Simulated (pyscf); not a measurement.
PySCF, gas phase, ωB97X-D3(BJ)/def2-SVP geometries.

### Question
Estimate by transition-state theory the rate constant of H₃C–SiH(Cl)–Cl + methyl (CH₃•) → H₃C–Si•(Cl)–Cl + methane (CH₄) (doublet surface; H–Si broken, C–H formed) at 298 K, with ωB97M-D3(BJ)/def2-TZVP energies (ideal gas, 1 atm, RRHO with modes under 100 cm⁻¹ raised to 100, one conformer, R ln 2 for rigid chiral ones; no tunnelling).

### Answer
The electronic barrier is 7.3 kcal/mol and the thermal terms add +8.8, so ΔG‡ = 16.2 kcal/mol. With k_BT/h = 6.21e+12 s⁻¹ and RT = 0.592 kcal/mol, and a volume of 4.06e-20 cm³ per molecule at 1 atm, k = 3.6e-19 cm³ molecule⁻¹ s⁻¹. Wigner's tunnelling factor for 1013i cm⁻¹ would be 2.00, likely too low at so high a frequency. A shift of 1 kcal/mol in the barrier changes k by a factor 5.4. One saddle was located; it need not be the lowest between these sides. The angle at the transferred H is 173°.
